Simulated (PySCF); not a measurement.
Simulated outer-valence photoelectron spectrum of `B[PH2+][BH3-]`. Method: EOM-IP-CCSD/aug-cc-pVDZ in PySCF, restricted Hartree–Fock reference, 7 core orbitals frozen, non-relativistic, gas phase, PBE0-D3(BJ)/def2-SVP geometry.

Each root has a Gaussian of 0.6 eV full width with its one-hole share as area; cross sections and vibrations are left out, and the highest printed point is 100.

```csv
ionisation energy (eV),intensity
9.8,0
10.0,2
10.2,11
10.4,33
10.6,64
10.8,91
11.0,100
11.2,72
11.4,30
11.6,7
11.8,1
12.0,0
12.2,0
12.4,0
12.6,2
12.8,12
13.0,41
13.2,77
13.4,80
13.6,45
13.8,14
14.0,2
14.2,0
14.4,0
14.6,3
14.8,13
15.0,32
15.2,42
15.4,30
15.6,11
15.8,3
16.0,2
16.2,8
16.4,24
16.6,39
16.8,34
17.0,17
17.2,6
17.4,10
17.6,26
17.8,40
18.0,33
18.2,15
18.4,3
18.6,0
```

Problem. Where are the maxima, and how many lines lie under the curve?

Solution. 5 maxima, at 11.0, 13.3, 15.2, 16.7 and 17.8 eV, from 8 lines. At this width some lines have no maximum of their own.

Problem. List the lines with their holes.

Solution. 
```tsv
E (eV)	leading hole (HF orbital)	area	Koopmans (eV)
10.63	HOMO	0.95	11.16
11.01	HOMO-2	0.95	11.78
11.05	HOMO-1	0.95	11.73
13.29	HOMO-3	0.94	14.13
13.34	HOMO-4	0.94	14.16
15.19	HOMO-5	0.93	16.13
16.66	HOMO-6	0.88	18.44
17.84	HOMO-7	0.89	19.38
```

The widest gap, 2.24 eV, lies between 11.05 and 13.29 eV. Only orbitals with −ε under 21 eV, eight at most, were ionised, so the high end of the curve may lack lines.

One conformer stands for the species.
